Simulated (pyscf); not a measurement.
Elementary routes open to O=Si: (SMILES O=[Si]) [singlet] + HF (SMILES F) in the gas phase (singlet surface):
A. O=SiH–F (SMILES O=[SiH]F) (F–H broken; F–Si, H–Si formed)
B. HO–Si:–F (SMILES O[Si]F) [singlet] (F–H broken; F–Si, H–O formed)

Structures and frequencies: ωB97X-D3(BJ)/def2-SVP in PySCF. MP2 and CC: frozen core, UHF for open shells. ΔMP2 is the change of the MP2 total energy from the triple- to the quadruple-zeta basis.

Task: Rank the routes by free-energy barrier at 1200 K, lowest first, for CCSD(T)/def2-TZVPP + ΔMP2(QZVPP) energies (ideal gas, 1 atm, RRHO with modes under 100 cm⁻¹ raised to 100, one conformer, R ln 2 for rigid chiral ones).

Result: B (152.8 kJ/mol), A (292.9 kJ/mol)

Route B is the fastest of these, ahead of the next by 140.0 kJ/mol. The most stable products are those of B (ΔG = -52.2 kJ/mol), so kinetics and thermodynamics agree. At 298 K B is still the fastest. B: On the reactant side the descent ends in a bound adduct, 36.1 kJ/mol under the separated species and 19.5 kJ/mol under the saddle at ωB97X-D3(BJ)/def2-TZVP. Only these routes are compared; each barrier is that of the saddle found, and lower ones may exist. The CCSD(T) − MP2 part came from Ansatz, without density fitting, on the same reference.
